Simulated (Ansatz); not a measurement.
Species: AlCl3, charge 0, singlet. AlCl3 (SMILES [Al]([Cl])([Cl])[Cl]).
B3LYP-D3(BJ)/def2-TZVP minimum from Ansatz (an electronic-structure program):
```
Al
Cl 1 2.0764
Cl 1 2.0764 2 120.00
Cl 1 2.0764 2 120.00 3 -180.00
```
Charge 0, spin multiplicity 1.

Total energies in cc-pV(D+d)Z, 24 correlated electrons, 20 frozen orbitals. Radicals and triplets start from unrestricted determinants; spin-orbit coupling is neglected. Cores are frozen in correlated methods. No relativity.

```
method    program  energy (Eh)  minus CCSDT(Q) (mEh)
--------  -------  -----------  --------------------
HF         Ansatz  -1620.66389                515.95
MP2        Ansatz  -1621.12644                 53.40
CCSD       Ansatz  -1621.16611                 13.73
CCSD(T)    Ansatz  -1621.17780                  2.04
CCSDT(Q)   Ansatz  -1621.17984                  0.00
```

Rough core times of Ansatz's runs on a shared machine: CCSD(T) under 20 s, CCSDT(Q) 6 min.
